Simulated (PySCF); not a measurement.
Species: trimethylphosphine, C3H9P.
InChI=1S/C3H9P/c1-4(2)3/h1-3H3

Linear response at CAM-B3LYP/def2-SVPD (PySCF, frozen core in the response, non-relativistic). Geometry: PBE0-D3(BJ)/def2-SVP; no solvent, vibrations or thermal averaging.

Static isotropic polarisability: 66.13 au (9.80 Å³), principal values 60.1, 69.1, 69.1 au.

Problem. What is the polarisability at 1064 nm and at the sodium D line?

Solution. 66.77 au at 1064 nm (+1.0 %), 68.30 au at 589.3 nm (+3.3 %). The rise at 589.3 nm is 3.39 times that at 1064 nm; a pure ω² law gives 3.26. The lowest singlet lies at 195 nm, shorter than both wavelengths.

Problem. What is the isotropic C6 coefficient between two such molecules, C6 = (3/π)∫α(iω)² dω?

Solution. 1672 au (Eh·bohr⁶) by a ten-point quadrature over imaginary frequencies, which is 999 eV·Å⁶ or 96.4 J·nm⁶/mol.

Problem. Which effective excitation energy ω̄ makes London's formula C6 = (3/4)α²ω̄ exact here?

Solution. ω̄ = 4·C6/(3α²) = 0.510 Eh = 13.9 eV. A one-pole form α(ω) = α/(1 − ω²/ω̄²) fitted to the 1064 nm value gives 11.9 eV. London's choice of the ionisation energy (8.54 eV, ΔSCF at the same level) gives C6 = 1030 au, 38 % too low.

Problem. What does −C6/R⁶ come to at R = 12 Å between centres?

Solution. -32 J/mol. This is the leading, orientation-averaged term; C8 and higher terms are left out.

Problem. What molar refraction at the D line follows from R = (4π/3)·N_A·α′, with α′ the polarisability volume?

Solution. α′ = 10.12 Å³ gives R = 25.53 cm³/mol, for isolated, non-vibrating species.

Problem. What three-body coefficient follows from the one-pole estimate C9 = (3/4)·α·C6?

Solution. 82900 au. This is an estimate from the two numbers above, not a computed integral.

Problem. How anisotropic is the static polarisability, by Δα² = ½[(α1 − α2)² + (α2 − α3)² + (α3 − α1)²]?

Solution. Δα = 9.0 au, or 0.14 of the isotropic value.
